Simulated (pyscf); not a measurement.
Elementary routes open to InH [singlet] + H₂S in the gas phase (singlet surface):
A. HS–In [singlet] + hydrogen (H₂) (H–In, H–S broken; In–S, H–H formed)
B. HS–InH₂ (H–S broken; In–S, H–In formed)

PySCF, gas phase, ωB97X-D3(BJ)/def2-SVP geometries.

Task: Rank the routes by free-energy barrier at 600 K, lowest first, for ωB97M-D3(BJ)/def2-TZVP energies (ideal gas, 1 atm, RRHO with modes under 100 cm⁻¹ raised to 100, one conformer, R ln 2 for chiral ones without a mode under 150 cm⁻¹).

Result: A (0.80 eV), B (1.91 eV)

Route A is the fastest of these, ahead of the next by 1.11 eV. The most stable products are those of A (ΔG = -1.16 eV), so kinetics and thermodynamics agree. At 1200 K A is still the fastest. A: On the reactant side the descent ends in a bound adduct, 0.38 eV under the separated species and 0.29 eV under the saddle at ωB97X-D3(BJ)/def2-TZVP. B: On the reactant side the descent ends in a bound adduct, 0.38 eV under the separated species and 1.45 eV under the saddle at ωB97X-D3(BJ)/def2-TZVP. Only these routes are compared; each barrier is that of the saddle found, and lower ones may exist. Elements past Kr carry the def2 core potentials, without spin-orbit coupling.
